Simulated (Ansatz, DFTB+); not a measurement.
# Relative energies of C2H3N isomers

3 of its isomers, all singlets with charge 0: A = acetonitrile `CC#N`; B = `C#CN`; C = isocyanomethane `[C-]#[N+]C`.

Shapes, held fixed at every level: PBE0-D4/def2-TZVP. Programs: Ansatz 0.2.0, DFTB+ 25.1.

Electronic energies in kJ/mol, without zero-point or thermal terms.

```csv
level,kind,B − A,C − A
DFTB1,semi-empirical,+222.5,+47.3
HF/def2-TZVPP,Hartree–Fock,+186.9,+82.9
SPW92/def2-TZVPP,LDA,+143.2,+102.9
PBE0-D4/def2-TZVPP,global hybrid,+165.4,+100.7
B2PLYP/def2-TZVPP,double hybrid,+176.0,+103.5
MP2/def2-TZVPP,perturbation theory,+182.6,+112.7
CCSD/def2-SVP,coupled cluster or CI,+194.7,+96.9
CCSD(T)/def2-TZVPP,coupled cluster or CI,+182.6,+101.4
CCSD(T)/CBS estimate,coupled cluster or CI,+173.3,+100.8
```

The highest level, CCSD(T)/CBS estimate, puts A lowest of these. All levels agree on that. The B − A difference spans +143.2 to +222.5 kJ/mol over the levels. The CBS estimate extrapolates MP2 from def2-TZVPP and def2-QZVPP and adds CCSD(T) − MP2 in the triple-zeta set, cores frozen. DFTB1 strays far from the other rows.
